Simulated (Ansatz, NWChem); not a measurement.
# Worked example: the enthalpy of formation of C4H4O (furan)

The species is C4H4O (9 atoms), meant as a singlet with charge 0. SMILES: `c1ccoc1`. The shape is that of a PBE0-D4/def2-TZVP optimisation.

Total energies at revPBE/def2-SVP (NWChem 7.3.0); the atoms run unrestricted:

```
species    state  energy (Eh)
  C4H4O  singlet  -229.793839
      C  triplet   -37.801039
      O  triplet   -74.976439
      H  doublet    -0.503193
```

Harmonic wavenumbers at PBE/def2-SVP, in cm⁻¹: 598, 618, 707, 729, 818, 857, 859, 863, 985, 1026, 1080, 1137, 1197, 1235, 1392, 1480, 1558, 3184, 3194, 3213, 3219.

Measured heats of formation of the gaseous atoms at 298.15 K, in kJ/mol: C 716.9, O 249.2, H 218.0. Spin-orbit lowering of the atoms at 298 K (mean of the ground term's levels less their thermal mean, from spectra), in kJ/mol: C 0.02, O 0.40. Take 1 Eh = 2625.50 kJ/mol, 1 cm⁻¹ = 0.0119627 kJ/mol, RT = 2.479 kJ/mol.

Question: Work out the heat of formation of the gas at 298 K.

Answer: 
1. Electronic atomisation energy: 4 × (-37.801039) + (-74.976439) + 4 × (-0.503193) − (-229.793839) = 1.600472 Eh = 4202.0 kJ/mol.
2. Zero-point energy: half the sum of the wavenumbers, 14974.5 cm⁻¹ = 179.1 kJ/mol.
3. Thermal vibrational enthalpy, Σ hcν̃/(exp(hcν̃/kT) − 1): 2.5 kJ/mol. Translation, rotation and pV of a non-linear molecule: 4 RT = 9.9 kJ/mol.
4. The 9 free atoms carry 5/2 RT each: 55.8 kJ/mol.
5. Spin-orbit coupling lowers the free atoms by 4 × 0.02 + 0.40 = 0.5 kJ/mol.
6. Atomisation enthalpy at 298 K: 4202.0 − 0.5 − 179.1 − 2.5 − 9.9 + 55.8 = 4065.8 kJ/mol.
7. Sum of the atoms' heats of formation: 3988.8 kJ/mol. Heat of formation: 3988.8 − 4065.8 = -77.0 kJ/mol.

The tabulated value is -34.8 kJ/mol (CRC Handbook of Chemistry and Physics), so this level is off by -42.2 kJ/mol, or 1.0 % of the atomisation enthalpy. Gradient-corrected functionals often overbind somewhat. Anharmonicity and any spin-orbit splitting of the molecule are left out.
